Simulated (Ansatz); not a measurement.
# C2H5NO2: small, medium and large basis sets

Aim: see how fast density functionals converge with the basis set for C2H5NO2.

The runs use Ansatz 0.2.0, Gaussian basis; one geometry, several basis sets.

The runs, in order: PBE0-D4/def2-SVP; ωB97M-V/def2-SVP; PBE0-D4/def2-QZVPP; ωB97M-V/def2-QZVPP; the functionals' def2-TZVPP values are taken from earlier runs.

## 1. The geometry

All runs share one geometry, relaxed beforehand with PBE0-D4 in a triple-zeta def2 set.

SMILES `NCOC=O`, 10 atoms, charge 0, spin multiplicity 1.

Atoms are counted from 1 here; the program's logs count them from 0.

Bond lengths: N1–C2 1.406 Å, N1–H6 1.010 Å, N1–H7 1.010 Å, C2–O3 1.464 Å, C2–H8 1.090 Å, C2–H9 1.090 Å, O3–C4 1.326 Å, C4–O5 1.198 Å, C4–H10 1.101 Å. Angles: C2–N1–H6 112.7°, C2–N1–H7 112.7°, H6–N1–H7 109.4°, N1–C2–O3 111.1°, N1–C2–H8 111.0°, N1–C2–H9 111.0°, O3–C2–H8 107.4°, O3–C2–H9 107.4°, H8–C2–H9 108.8°, C2–O3–C4 115.7°, O3–C4–O5 125.9°, O3–C4–H10 109.7°, O5–C4–H10 124.4°.

## 2. PBE0-D4 in def2-SVP

in.yaml reads:

```yaml
crystal:
  periodic: [false, false, false]
  atoms:
    - {symbol: N, position_ang: [-1.541060, 0.881797, 0.181170]}
    - {symbol: C, position_ang: [-0.602255, -0.164213, 0.153285]}
    - {symbol: O, position_ang: [0.727511, 0.329987, -0.206635]}
    - {symbol: C, position_ang: [1.686524, -0.584776, -0.256724]}
    - {symbol: O, position_ang: [1.554393, -1.755107, -0.035787]}
    - {symbol: H, position_ang: [-1.323138, 1.583090, 0.874843]}
    - {symbol: H, position_ang: [-1.658232, 1.324980, -0.719019]}
    - {symbol: H, position_ang: [-0.880268, -0.918445, -0.583412]}
    - {symbol: H, position_ang: [-0.519661, -0.640577, 1.130566]}
    - {symbol: H, position_ang: [2.639286, -0.107837, -0.535189]}
basis:
  gaussian: {orbitals: def2-SVP}
hamiltonian: {xc: pbe0, dispersion: d4}
output: {orbitals: {seedname: orbitals}}
```

After this run come: ωB97M-V in def2-SVP; PBE0-D4 in def2-QZVPP; ωB97M-V in def2-QZVPP.

Q: Predict the results of all the runs planned. Wanted: PBE0-D4: double and triple zeta above quadruple; ωB97M-V: double and triple zeta above quadruple.

The runs gave:

```
                                       quantity          value
PBE0-D4: double and triple zeta above quadruple  9.44, 0.43 eV
ωB97M-V: double and triple zeta above quadruple  9.73, 0.41 eV
```

PBE0-D4 gains 9.01 eV from double to triple zeta, then 0.43 eV more. Total energies overstate the basis error of differences, where much of it tends to cancel. The LUMO of ωB97M-V is positive and keeps falling with the basis (2.88 to 1.75 eV): an unbound level that the basis holds in place.
